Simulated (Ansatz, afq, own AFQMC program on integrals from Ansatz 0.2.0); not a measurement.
Where AFQMC and coupled cluster stand for B$_{2}$H, quartet

```yaml
atoms:
  - { symbol: B, position_ang: [-0.2728, 0.0000, 0.6312] }
  - { symbol: B, position_ang: [0.2597, 0.0000, -0.7929] }
  - { symbol: H, position_ang: [0.1399, 0.0000, 1.7348] }
```

Connectivity, by distances: BH–B.

Basis 6-31G. Only valence electrons are correlated. AFQMC by an in-house program on the Cholesky factors that Ansatz 0.2.0 writes for its CCSD(T) run. ph-AFQMC/CISD is guided by a CISD state made of CCSD amplitudes; releasing the constraint for a short imaginary time cuts its bias at the price of noise, slowly where states lie close. Free projection: walkers drawn from exp(T), propagated without any constraint. Its projection time is finite, and what remains of the start isn't in its error. Error bars are statistical, one sigma.

Determinant: UHF, the one that the program's search chose, which needn't be the lowest solution. The geometry is a point of a scan.

Full CI on the same integrals is exact in this basis and with this determinant's frozen core.

Cautions: lower spins were not checked; the released energies are still falling, so no released level is given (meV from the phaseless value at times in 1/Eh: -5.1 ± 1.2 at 0.24, -8.6 ± 1.0 at 0.51, -9.6 ± 1.3 at 0.99, -14.0 ± 1.0 at 1.62, -14.9 ± 1.1 at 2.40), though the last usable value meets full CI within the noise.

```
T1 diagnostic                               : 0.0240
weight of the determinant in the CISD state : 0.926
⟨S²⟩ of the determinant                     : 3.762
size of the correlated space                : 7 electrons in 18 orbitals
```

Reference: full CI, correlation energy -2.429 eV.

| level | E − E(reference) (kcal/mol) | share of correlation (%) |
| --- | --- | --- |
| HF | 56.01 | 0.00 |
| MP2 | 15.45 | 72.41 |
| CCSD | 1.88 | 96.64 |
| CCSD(T) | 0.57 | 98.97 |
| CCSDT | 0.13 | 99.76 |
| CCSDT(Q) | 0.03 | 99.94 |
| CCSDTQ | 0.01 | 99.99 |
| ph-AFQMC/HF | 2.45 ± 0.50 | 95.63 |
| ph-AFQMC/CISD | 0.38 ± 0.06 | 99.31 |
| free AFQMC | -0.03 ± 0.03 | 100.05 |

CCSDT and higher add their correlation energy to the determinant of the CCSD(T) run, since their own runs factorise the integrals more tightly (a shift of under 2 meV). Free projections are given only where their last times agree within the noise and don't stop above the reference; a slow remainder of the start can still hide under it. A walk keeps the symmetry of its determinant, which the program's search chose and which needn't be the lowest solution, so a lower state of the same spin and another symmetry isn't excluded.
